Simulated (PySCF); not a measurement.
hydrogen sulfide cation (H2S), SMILES S (connectivity only; charge and spin as stated), charge +1, multiplicity 2. Atoms are numbered in the order given.

```xyz
3

S      0.0000     0.0000    -0.1060
H      0.0000    -0.9915     0.8480
H      0.0000     0.9915     0.8480
```
Charge +1, spin multiplicity 2.

Geometry: PBE-D3(BJ)/def2-TZVPD. The spin state was assumed, not searched.

Level of theory: B3LYP/pcH-1 in PySCF.

Unrestricted Kohn–Sham, ⟨S²⟩ = 0.754. Hyperfine tensors hold the contact and dipolar terms, without spin-orbit corrections.

Computed hyperfine couplings:
```tsv
nucleus	A(iso) (MHz)	A(iso) (G)	dipolar principal values (MHz)
33S no. 1	36.6	13.1	-103.9, -98.4, 202.3
1H no. 2	-52.1	-18.6	-23.0, -2.0, 25.0
1H no. 3	-52.1	-18.6	-23.0, -2.0, 25.0
```

**Question.** And the g tensor (effective nuclear charges for spin-orbit coupling, GIAO)? (The exact figures need the calculation; the answer reports its results.)

**Answer.** principal values 2.0023, 2.0152, 2.0305; isotropic 2.0160.
